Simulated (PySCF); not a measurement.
Species: H5PSi.
Numbering: `[SiH3:1][PH2:2]` (hydrogens: H3, H4, H5 on Si1; H6, H7 on P2)

Computed by this run: PBE0-D3(BJ)/def2-SVP geometry optimisation, gas phase (PySCF 2.14.0); density fitting, grid level 1; the optimiser is geomeTRIC in internal coordinates, started from a GFN2-xTB structure with every atom displaced at random (about 0.01 Å).

Geometry at step 1:
```
atom  x, y, z in Å
Si1    -0.7232    0.0560    0.0105
P2      1.4443    0.2024   -0.6297
H3     -1.4483   -0.7839   -0.9901
H4     -0.9386   -0.5376    1.3716
H5     -1.3088    1.4304    0.0014
H6      1.7618   -1.1494   -0.2362
H7      1.8704    0.7632    0.6246
```

Question: What forces act on the atoms?

Answer: 
```
atom  Fx (eV/Å)  Fy (eV/Å)  Fz (eV/Å)
 Si1     -0.107     -0.061      0.100
  P2      0.131     -0.175      0.238
  H3      0.013      0.009     -0.011
  H4      0.063      0.028     -0.079
  H5      0.026      0.011     -0.020
  H6     -0.081      0.261     -0.065
  H7     -0.045     -0.074     -0.162
```

The largest, 0.32 eV/Å, acts on P2; the rms over all components is 0.110 eV/Å. The forces sum to zero within rounding, as they must for an isolated molecule in no field.

Question: Give the force on P2 in Eh/bohr and in nN.

Answer: 0.323 eV/Å ÷ 51.422 = 0.00628 Eh/bohr, and 0.323 eV/Å × 1.602 = 0.52 nN.

Question: How far is this geometry from the end of the optimisation?

Answer: 0.004 eV above it, and 0.011 Å rms away after alignment. The bonds farthest from their final lengths, with half the difference of the two atoms' forces along the bond (positive lengthens):

| bond | now (Å) | final (Å) | force along bond (eV/Å) |
| --- | --- | --- | --- |
| P2–H6 | 1.443 | 1.429 | -0.27 |
| P2–H7 | 1.439 | 1.429 | -0.18 |
| Si1–H4 | 1.501 | 1.495 | -0.11 |

The angle farthest from its final value is P2–Si1–H4, 114.8° against 113.9°.

Of the 2 listed bonds off by 0.010 Å or more, this force points towards the final length in 2.

The cost below is that of the whole optimisation. On an Arm Neoverse V1 with one thread, shared host, this took 4.3 s of wall time and 0.28 GiB of memory at its peak.
